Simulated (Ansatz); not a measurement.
Two isomers of C2H2O2: A = `OC#CO`, B = `O=C1CO1`.

Computed with Ansatz on PBE0-D4/def2-TZVP structures; ΔE is electronic, products minus reactants. CCSD(T)/CBS adds triple-zeta CCSD(T) − MP2 to the extrapolated MP2 energy (def2 sets, frozen cores). DFT in def2-TZVPP. B3LYP here is the variant with VWN-RPA as its local correlation; programs differ in this. Each species was taken in one conformer, which may not be the lowest.

A:

```xyz
6

O     1.026   -0.593   -1.511
C     0.399   -0.144   -0.448
C    -0.182    0.366    0.463
O    -0.713    0.913    1.531
H     1.135   -1.548   -1.444
H    -1.665    1.006    1.409
```

B:

Z-matrix (Å, degrees):
```
C
C 1 1.441
O 1 1.504 2 53.3
H 1 1.085 2 120.6 3 -98.1
H 1 1.085 2 120.6 3 98.0
O 2 1.181 1 155.2 3 180.0
```

Question: Which isomer does CCSD(T)/CBS put lower? Give the gap. (Best estimate.)

Answer: The calculation gave: B, by 147.6 kJ/mol.

Question: Give E(B) − E(A) in kJ/mol with B3LYP, ωB97M-V, LDA (SPW92), r2SCAN-D4, HF/def2-TZVPP, BLYP-D4, B2PLYP. (Best estimate.)

Answer: Computed: B3LYP -149.6, ωB97M-V -154.1, LDA (SPW92) -152.8, r2SCAN-D4 -172.9, HF/def2-TZVPP -140.9, BLYP-D4 -156.3, B2PLYP -153.9. None reverses the order clearly.

Question: Does the order hold for the free energy at 298.15 K (harmonic terms from PBE0-D4)? (Best estimate.)

Answer: Computed: Yes: G(B) − G(A) = -144.2 kJ/mol, for one conformer each.

Largest T1 diagnostic: 0.017.

From PBE to PBE0 (25 % exact exchange), in def2-TZVPP and without D4, E(B) − E(A) moves by +6.6 kJ/mol. In def2-TZVPP, CCSD(T) changes the Hartree–Fock value by −14.7 kJ/mol (the triples alone add −5.7 kJ/mol) and MP2 by −16.7 kJ/mol.
